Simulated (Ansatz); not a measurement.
`CC(O)(F)F` → `F[C]F` + CH₃OH at 700 K and 1 bar (formal loss of a carbene).

Calculated with Ansatz (gas phase, PBE0-D4/def2-TZVP geometries, no zero-point term in ΔE). CCSD(T)/CBS is the MP2 limit (def2-TZVPP, def2-QZVPP) plus CCSD(T) − MP2 in def2-TZVPP, frozen cores. This one scheme is used for every species. Each species was taken in one conformer, which may not be the lowest.

```csv
species,CCSD(T)/CBS energy (Eh),H − E (kJ/mol),S (J/(mol·K))
`CC(O)(F)F`,-353.28821,232.7,396.7
`F[C]F`,-237.54028,47.1,278.6
CH₃OH,-115.61712,170.8,288.5
```

H − E and S are ideal-gas, rigid-rotor, harmonic terms from PBE0-D4/def2-TZVP, for one conformer and one mirror image of each species. 1 Eh = 2625.50 kJ/mol, R = 8.31446 J/(mol·K).

Task: By hand: ΔE, ΔH, ΔS and ΔG.

Result: ΔE = (-237.54028) + (-115.61712) − (-353.28821) = 0.13081 Eh = 343.4 kJ/mol. Δ(H − E) = 47.1 + 170.8 − 232.7 = -14.8, so ΔH = 328.6 kJ/mol. ΔS = 278.6 + 288.5 − 396.7 = 170.4 J/(mol·K). ΔG = 328.6 − 700 × (170.4)/1000 = 209.3 kJ/mol.

Task: By hand: the equilibrium constant, and the temperature at which ΔG would vanish if ΔH and ΔS stayed fixed.

Result: log₁₀ K = −ΔG/(RT ln 10) = -15.6. ΔG = 0 at ΔH/ΔS = 1928 K.

The number of gas molecules changes by +1, which sets the sign of ΔS. A doubt of 5 kJ/mol in ΔE shifts log₁₀ K by 0.4 here. Other conformers and mirror images would add mixing entropy, several J/(mol·K) or more a flexible species. These are equilibria of isolated gas molecules and say nothing of rates. Largest T1 diagnostic: 0.017 (customary marks: 0.02 for closed shells, 0.045 for open ones).
